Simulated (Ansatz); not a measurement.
System: bcc Li. Method: PBE0-D3(BJ) in Ansatz (plane waves, PAW).

Numerical settings: plane-wave cutoff 460 eV, 14×14×14 k mesh, Fermi–Dirac smearing 0.05 eV, scalar-relativistic PAW data made under PBE.

Cell (relaxed at this level):

```yaml
crystal:
  lattice:
    - [-1.67143, 1.67143, 1.67143]
    - [1.67143, -1.67143, 1.67143]
    - [1.67143, 1.67143, -1.67143]
  atoms:
    - { symbol: Li, position: [0.00000, 0.00000, 0.00000] }
```

Question: Predict the bulk modulus B0 and pressure derivative B′ of the bulk modulus.

Answer: 
- bulk modulus B0: 15.1 GPa
- pressure derivative B′ of the bulk modulus: 3.3

Measured, for comparison: bulk modulus 13.8 GPa (corrected for temperature and zero-point phonon effects, our sources range from 13.1 to 13.9; as tabulated in Levämäki et al. (2014), arXiv:1402.3671). Computed (rounded) less measured: bulk modulus +9 % (+9 % to +15 % over the range).

The computed numbers hold no vibrational or temperature effects.

Ansatz is a first-principles code.
